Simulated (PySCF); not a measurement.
**N: ionisation energy**

N [He] 2s2 2p3 (4S) → N⁺ [He] 2s2 2p2 (3P), as a difference of total energies. Computed with PySCF 2.14 in dyall-av3z (15s9p3d2f, 71 functions), with the non-relativistic Hamiltonian (point nucleus). Correlated levels: valence: 1s2 frozen; virtual orbitals above 40 to 60 times the deepest correlated orbital energy dropped. The calculations carry no spin-orbit coupling.

```json
{"method": "UHF", "ionisation energy (eV)": "13.897"}
{"method": "LDA", "ionisation energy (eV)": "15.010"}
{"method": "PBE", "ionisation energy (eV)": "14.733"}
{"method": "PBE0", "ionisation energy (eV)": "14.704"}
{"method": "r2SCAN", "ionisation energy (eV)": "14.816"}
{"method": "wB97M-V", "ionisation energy (eV)": "14.529"}
{"method": "TPSSh", "ionisation energy (eV)": "14.670"}
{"method": "BP86", "ionisation energy (eV)": "14.757"}
{"method": "M06-L", "ionisation energy (eV)": "14.752"}
{"method": "MP2 (valence)", "ionisation energy (eV)": "14.586"}
{"method": "SCS-MP2 (valence)", "ionisation energy (eV)": "14.327"}
```

How much does correlation contribute at MP2 (valence)?

14.586 − (13.897) = 0.689 eV, measured against UHF.

Errors of the correlated levels include the incompleteness of this basis and the frozen core.

For comparison: 14.545 eV (measured; NIST levels, between the centres of gravity of the two terms).
